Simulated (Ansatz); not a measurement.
## BiOCl (P4/nmm, No. 129)

Calculation: r²SCAN (plane waves, PAW; Ansatz, a first-principles code).

Settings: plane-wave cutoff 560 eV, 10×10×6 k mesh (along the axes of the cell as run), Fermi–Dirac smearing 0.01 eV, scalar-relativistic PAW data made under PBE.

Cell (measured lattice):

```
BiClO
1.0
    3.88551     0.00000     0.00000
    0.00000     3.88551     0.00000
    0.00000     0.00000     7.34890
Bi Cl O
2 2 2
Cartesian
  1.94276   0.00000   2.41808
  0.00000   1.94276   4.93082
  0.00000   1.94276   1.08176
  1.94276   0.00000   6.26714
  0.00000   0.00000   3.67445
  1.94276   1.94276   3.67445
```

```yaml
band_gap: 3.04 eV
smallest_direct_gap_on_the_k_points_sampled: 3.47 eV
"Γ–Γ gap": 4.33 eV
```

Note: cell and atoms aren't relaxed at this level (largest force component 0.04 eV/Å, pressure 1.3 GPa).

Spin–orbit coupling is not included; with these elements it can move the gap by several tenths of an eV or more.

Static lattice: no zero-point or thermal effects.
